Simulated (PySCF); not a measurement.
Isomers of C2HF2N, one conformer each; single-point electronic energies without zero-point terms and without any empirical dispersion term.

Computed with PySCF at wB97X-D/pcSseg-2, non-relativistic, each on one gas-phase PBE0-D3(BJ)/def2-TZVP geometry that isn't relaxed in the solvent. The solvent is an IEF-PCM continuum (van der Waals radii × 1.2). Only the electrostatic response of the medium enters.

```tsv
isomer	relative energy, gas (kcal/mol)	dipole (D)
difluoroacetonitrile, `N#CC(F)F`	0.0	2.51
difluoromethyl isocyanide, `[C-]#[N+]C(F)F`	13.0	2.31
```

Task: How do the relative energies look in chloroform (ε = 4.711)?

Result: 
| isomer | relative energy, solvent (kcal/mol) | E(solvent) − E(gas) (kcal/mol) | dipole in solvent (D) |
| --- | --- | --- | --- |
| difluoroacetonitrile, `N#CC(F)F` | 0.0 | -3.7 | 3.00 |
| difluoromethyl isocyanide, `[C-]#[N+]C(F)F` | 13.5 | -3.1 | 2.73 |

The order is unchanged. difluoroacetonitrile, `N#CC(F)F` gains most from the continuum, and it has the largest gas-phase dipole. The gains span 0.6 kcal/mol, the gas-phase energies 13.0 kcal/mol.
